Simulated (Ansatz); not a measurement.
Consider the interaction energy of a dimer with the counterpoise correction of CH₄, SMILES C (Ansatz 0.2.0 through its Python package).

The script, `ch4_dimer.py`:
```python
# -*- coding: utf-8 -*-
import ansatz as az

FIRST = [
    ('C', (0.0, 0.0, 0.0)),
    ('H', (0.1579, -0.2416, 1.0431)),
    ('H', (-0.9998, 0.3926, -0.1321)),
    ('H', (0.1189, -0.8934, -0.5992)),
    ('H', (0.7231, 0.7424, -0.3118)),
]
SECOND = [
    ('C', (-3.1078, -1.8952, -1.0909)),
    ('H', (-3.5123, -2.7845, -0.6251)),
    ('H', (-2.3479, -1.4665, -0.4506)),
    ('H', (-3.9008, -1.1745, -1.2421)),
    ('H', (-2.6699, -2.1555, -2.0458)),
]

def energy(atoms, ghosts=()):
    molecule = az.Crystal.molecule()
    for symbol, xyz in atoms:
        molecule = molecule.atom(symbol, xyz)
    calc = (
        molecule.calculation()
        .basis(gaussian='aug-cc-pVDZ')
        .functional('hf')
    )
    deck = calc.input()
    if ghosts:
        deck = deck.set(az.key.basis.gaussian.ghost_atoms, [{'symbol': s, 'position_ang': list(xyz)} for s, xyz in ghosts])
    return az.Session.from_dict(deck).plan().execute().report['free_energy_ev']

both = energy(FIRST + SECOND)
alone = energy(FIRST) + energy(SECOND)
ghosted = energy(FIRST, SECOND) + energy(SECOND, FIRST)
print(f'dimer {both:.6f} eV')
print(f'interaction, uncorrected   {96.485332 * (both - alone):8.3f} kJ/mol')
print(f'interaction, counterpoise  {96.485332 * (both - ghosted):8.3f} kJ/mol')
print(f'basis-set superposition    {96.485332 * (alone - ghosted):8.3f} kJ/mol')
```

How large is the interaction at this pose, and how much of it is basis-set superposition?

Uncorrected it is 3.675 kJ/mol, with the counterpoise correction 4.514 kJ/mol; the difference, 0.84 kJ/mol, is the superposition error. In this basis both values are repulsive.

The output:

```console
$ python ch4_dimer.py
dimer -2187.729730 eV
interaction, uncorrected      3.675 kJ/mol
interaction, counterpoise     4.514 kJ/mol
basis-set superposition       0.839 kJ/mol
```

Notes:
- Total energies depend on the basis set; only differences at equal settings carry meaning.
- The dimer is a generated trial pose of unrelaxed monomers, not a minimum, so the figure is no binding energy, and the basis set is small.
- Hartree-Fock leaves correlation out, so bond, atomisation and ionisation energies come out well too low.
- This level lacks the dispersion part of the attraction (electrostatics and induction are there), which can decide the sign where the interaction is weak.
- The whole script took 2.5 s on 1 thread of Arm Neoverse V1, on a shared host, peak memory 0.22 GiB.
